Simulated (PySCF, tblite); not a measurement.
**C₆H₄+ (doublet): geometry, infrared bands and EPR parameters**

Wanted: the infrared bands and EPR parameters of C₆H₄+ (doublet) (`C#C/C=C\[C]=[CH+]`), by calculation.

Computed with tblite 0.8.0 and PySCF 2.14.0, with density-fitted response routines of our own, on a single molecule in the gas phase. Atoms count from 0, in the outputs and in this text.

### Step 1. Starting geometry

10 atoms, charge 1, multiplicity 2; geometry from: force field or distance geometry start.

Bonds of the start (Å): C0–C1 1.21, C1–C2 1.43, C2–C3 1.31, C3–C4 1.46, C4–C5 1.30, C0–H6 1.08, C2–H7 1.09, C3–H8 1.09, C5–H9 1.06.

### Step 2. Geometry optimisation with GFN2-xTB

What the job is given:

```
{"job": {"kind": "relax", "xc": "GFN2-xTB", "basis": "xTB"}, "charge": 1, "multiplicity": 2}
C     -2.097800    -1.194600     0.012100
C     -1.427100    -0.208900    -0.170300
C     -0.605600     0.953400    -0.340300
C      0.616900     1.083800     0.110500
C      1.195500    -0.026700     0.859000
C      2.061500    -0.779600     0.238500
H     -2.713200    -2.066400     0.146100
H     -1.008200     1.805800    -0.882300
H      1.218200     1.982300    -0.035300
H      2.768700    -1.544500     0.039300
```

On the command line:

```sh
OMP_NUM_THREADS=1 python probes_run.py task.json out
```

One launch serves the whole session: the jobs run in the order shown.

**Question.** This job is followed by: GFN2-xTB harmonic vibrations, gas phase; UKS B3LYP, pcH-1 on C H, non-relativistic, mean-field spin-orbit, GIAO. What will the session give for the following? strongest single infrared mode (GFN2-xTB); zero-point energy (GFN2-xTB); g(iso) (B3LYP); ⟨S²⟩; largest a(iso) (averaged by class).

As calculated:

| quantity | value |
| --- | --- |
| strongest single infrared mode (GFN2-xTB) | 2136 cm⁻¹, 315 km/mol |
| zero-point energy (GFN2-xTB) | 41.9 kcal/mol |
| g(iso) (B3LYP) | 2.00356 |
| ⟨S²⟩ | 0.768 (exact 0.75) |
| largest a(iso) (averaged by class) | 1H on H6, H9, -29.9 MHz |

What this shows: The optimisation took 55 steps and gained 1.535 eV; among the close pairs (by a distance rule), C4–C5 changed most, from 1.305 to 1.218 Å. All 24 modes are real, so the xTB geometry is a minimum. The strongest single mode, at 2136 cm⁻¹, is carried by C4, C1, C5, C0. Unscaled tight-binding wavenumbers are off by several per cent, some by more. Its intensities can rank the bands wrongly. The largest spin populations lie on C0 (0.36 e), C5 (0.36 e). The isotropic g lies 1.2 ppt above the free-electron value. The conformer search found further structures of the same energy, which may be mirror or relabelled copies of this one.
